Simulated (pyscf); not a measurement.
# Routes from HO–Ga(OH)–OH + H₂

Candidate steps break at most two bonds and form at most two. Each was searched with GFN2-xTB (tblite) first. Single points on ωB97X-D3(BJ)/def2-SVP structures (PySCF, gas phase). Energies: ωB97M-D3(BJ)/def2-TZVP, kJ/mol, from the separated reactants, singlet surface; ΔG‡ with ideal gas, 1 atm, RRHO with modes under 100 cm⁻¹ raised to 100, one conformer, R ln 2 for chiral ones without a mode under 150 cm⁻¹.

| products | type | ΔE‡ | ΔE | ΔG‡ 298 K | ΔG‡ 900 K | ν‡ (cm⁻¹) |
|---|---|---|---|---|---|---|
| HO–GaH–OH + H₂O | four-centre exchange | 99.7 | +28.9 | 134.5 | 205.3 | 1314i |
| HO–Ga(OH)–OH + H₂ | four-centre exchange | 280.6 | 0.0 | 298.2 | 357.7 | 2567i |

Row 1: On the product side the descent ends in an adduct with a Ga–O contact, 67.0 kJ/mol under the separated species and 131.3 kJ/mol under the saddle at ωB97X-D3(BJ)/def2-TZVP. 

Plain bond fissions and candidates not yet searched are not listed, and one of them may be faster. Each barrier is that of the saddle found; lower ones may exist. Elements up to Kr have no core potential and no relativistic terms here.
